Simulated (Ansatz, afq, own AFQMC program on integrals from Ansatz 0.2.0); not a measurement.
Integrals from Ansatz 0.2.0, then the random walk in our own AFQMC program (afq).

```yaml
crystal:
  periodic: [false, false, false]
  atoms:
    - {symbol: Si, position_ang: [0.000000, 0.000000, 0.000000]}
    - {symbol: H, position_ang: [-0.013104, 1.233767, 1.225204]}
    - {symbol: H, position_ang: [-0.018757, -1.225268, 1.233630]}
    - {symbol: H, position_ang: [0.018757, 1.225268, -1.233630]}
    - {symbol: H, position_ang: [0.013104, -1.233767, -1.225204]}
basis:
  gaussian: {orbitals: 6-31G}
magnetization: {spin_polarized: false, initial_magnetization: 2}
correlation: {method: ccsd_t, electrons: outside_noble_gas, hamiltonian_folder: ham}
```

```sh
$ ansatz run in.yaml --threads 1 --pin off --events-out ev --progress --plain --max-ram 1382MiB
```

Options of the walk:

```
--method phaseless --trial hf --walkers 400 --populations 1 --least-time 40 --time-step 0.005 --steps-per-block 20 --equilibration-blocks 112 --max-blocks 600 --target-error 0.00102 --factor-cut 1e-05 --start spin_pure --seed 8961 --taylor-order 6
```

Times are imaginary, in 1/Eh. The walk had a cap of 533 s.

```
orbitals 16  electrons 5 3  factors 105 of 268
reference energy -290.95682530 Eh
CCSD correlation -0.11057045 Eh in 10 cycles, weight of the determinant in the CISD state 0.8805
energy of the start -290.956826 Eh
 block  time / (1/Eh)  mean weight  energy / Eh
     1     0.100  1.0003  -290.968662
     2     0.200  1.0000  -290.979090
     3     0.300  1.0004  -290.987881
     4     0.400  1.0003  -290.996922
     5     0.500  1.0001  -291.003519
     8     0.800  1.0003  -291.017129
    14     1.400  1.0007  -291.041570
    53     5.300  0.9997  -291.068252
    79     7.900  0.9994  -291.052171
    92     9.200  0.9997  -291.069390
   131    13.100  0.9999  -291.059681
   170    17.000  1.0003  -291.058777
   209    20.900  1.0000  -291.063898
   248    24.800  1.0002  -291.058423
   287    28.700  0.9996  -291.068095
   326    32.600  1.0001  -291.073739
   365    36.500  0.9999  -291.055602
   404    40.400  0.9996  -291.070625
   443    44.300  0.9994  -291.081939
   482    48.200  0.9991  -291.062823
   521    52.100  1.0003  -291.064533
blocks merged  error / Eh  count
     1  0.000318  410
     2  0.000433  205
     4  0.000582  102
     8  0.000745  51
    16  0.000838  25
    32  0.001084  12
energy -291.062845 +/- 0.000838 Eh
(rows thinned)
```

**Question.** Estimate how long the walk took on 1 thread of Arm Neoverse V1, on a shared host.

**Answer.** 2.3 min of wall time.

The run passed its tests (sampling time, drift between the halves within three errors, error under three times the target), which doesn't prove that it has relaxed.

Against this walk (error 22.8 meV) on the same determinant: CCSD(T) 187.0 meV lower, CCSDT(Q) 213.5 meV lower, CCSDTQ 212.3 meV lower, full CI (a separate run on its own orbitals, whose frozen core shifts it by up to a few meV) 212.4 meV lower, a separate phaseless walk with a CISD trial and standard settings 190.9 ± 23.1 meV lower. The error is statistical and leaves out the bias of the constraint. Full CI is exact here, so the walk's 212 meV above it is the walk's own error: the bias of the constraint with this trial. It lies above even CCSD, by 124 meV.

Cautions: constraint bias not in the error; lower spins were not checked; a spin-contaminated unrestricted determinant lies lower (UHF 248 meV lower, ⟨S²⟩ 2.05); full CI with its own frozen core.

CCSDT and higher add their correlation energy to the determinant of the CCSD(T) run, since their own runs factorise the integrals more tightly (a shift of under 2 meV). A walk keeps the symmetry of its determinant, which the program's search chose and which needn't be the lowest solution, so a lower state of the same spin and another symmetry isn't excluded.
